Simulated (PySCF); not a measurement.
Species: C4H4O2.
InChI=1S/C4H4O2/c1-4(2-5)3-6/h2-3H,1H2

The calculation used EOM-IP-CCSD/aug-cc-pVDZ in PySCF, restricted Hartree–Fock reference, frozen core, non-relativistic, gas phase, PBE0-D3(BJ)/def2-SVP geometry.

Hartree–Fock orbital energies give these Koopmans values (eV): HOMO 11.23, HOMO-1 11.53, HOMO-2 12.81, HOMO-3 14.76, HOMO-4 15.79, HOMO-5 16.21, HOMO-6 17.11, HOMO-7 17.56.

**Question.** What vertical ionisation energies does EOM-IP-CCSD give?

**Answer.** 
| leading hole (HF orbital) | Koopmans (eV) | EOM-IP-CCSD (eV) | change (eV) | one-hole share |
| --- | --- | --- | --- | --- |
| HOMO-1 | 11.53 | 9.83 | -1.70 | 0.95 |
| HOMO-2 | 12.81 | 10.89 | -1.92 | 0.94 |
| HOMO | 11.23 | 11.13 | -0.10 | 0.96 |
| HOMO-3 | 14.76 | 14.02 | -0.74 | 0.92 |
| HOMO-5 | 16.21 | 14.54 | -1.67 | 0.94 |
| HOMO-4 | 15.79 | 14.97 | -0.82 | 0.91 |
| HOMO-6 | 17.11 | 15.15 | -1.96 | 0.94 |
| HOMO-7 | 17.56 | 15.53 | -2.03 | 0.94 |

**Question.** Does the order of the lines follow the orbital energies?

**Answer.** No: the HOMO-1 hole (9.83 eV) falls below the HOMO hole (11.13 eV); the HOMO-2 hole (10.89 eV) falls below the HOMO hole (11.13 eV); the HOMO-5 hole (14.54 eV) falls below the HOMO-4 hole (14.97 eV). The corrections run from -2.03 to -0.10 eV, with a mean of -1.37 eV over the 8 lines; no line lies above its Koopmans value.

**Question.** At what kinetic energies would He I light (21.22 eV) eject these electrons?

**Answer.** 11.39 eV (HOMO-1), 10.33 eV (HOMO-2), 10.09 eV (HOMO), 7.20 eV (HOMO-3), 6.68 eV (HOMO-5), 6.25 eV (HOMO-4), 6.07 eV (HOMO-6), 5.69 eV (HOMO-7).

One root was sought for each valence orbital with −ε under 21 eV, eight at most, so deeper holes and satellites are missing; no vibrational structure.

Conformer computed: `[CH2:1]=[C:2]([CH:3]=[O:4])[CH:5]=[O:6]`: C1–C2–C3–O4 1°, C1–C2–C5–O6 180°.

One conformer stands for the species.
